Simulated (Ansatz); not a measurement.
# bcc V

Method: LDA (Ansatz, a first-principles code, plane waves, PAW).

Settings: plane-wave cutoff 520 eV, 30×30×30 k mesh, Fermi–Dirac smearing 0.045 eV (set by the program), no spin polarisation, scalar-relativistic PAW data made under PBE.

Cell (relaxed at this level):

Space group Im-3m (No. 229); a = b = c = 2.926 Å, α = β = γ = 90.00°

```csv
atom,site,symmetry,x,y,z
V,2a,m-3m,0.0000,0.0000,0.0000
```
(The calculation used a cell of 1 atom; values per cell refer to that cell.)

```json
{
 "elastic constant C11": "313 GPa",
 "elastic constant C12": "157 GPa",
 "elastic constant C44": "8.34 GPa",
 "Voigt–Reuss–Hill bulk modulus": "209 GPa",
 "polycrystal shear modulus (Hill average)": "24.6 GPa"
}
```

Measured, for comparison: elastic constant C11 232 GPa, elastic constant C12 119 GPa, elastic constant C44 46 GPa (0 K, extrapolated to 0 K; zero-point effects included; as tabulated in Wang et al. (2022), arXiv:2209.12322). Computed (rounded) less measured: elastic constant C11 +35 %, elastic constant C12 +32 %, elastic constant C44 -82 %.

Note: the shear constants of this metal are likely not converged at this k mesh and smearing.

Elastic constants are with the ions relaxed.

Static lattice: no zero-point or thermal effects.

Cost on a shared machine: roughly 7 core-minutes.
